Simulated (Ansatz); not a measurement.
Rutile PbO2

Level of theory: PBEsol (PAW; Ansatz, a quantum-chemistry and plane-wave program).

Numerical settings: plane-wave cutoff 520 eV, 8×8×12 k mesh (along the axes of the cell as run), Fermi–Dirac smearing 0.1 eV, perturbation theory, force constants from a 4×4×4 q mesh, scalar-relativistic PAW data made under PBE.

Cell: relaxed at this level.

- zero-point energy: 0.053 eV/atom

Spin–orbit coupling is not included; it can shift volumes and moduli of such heavy elements.
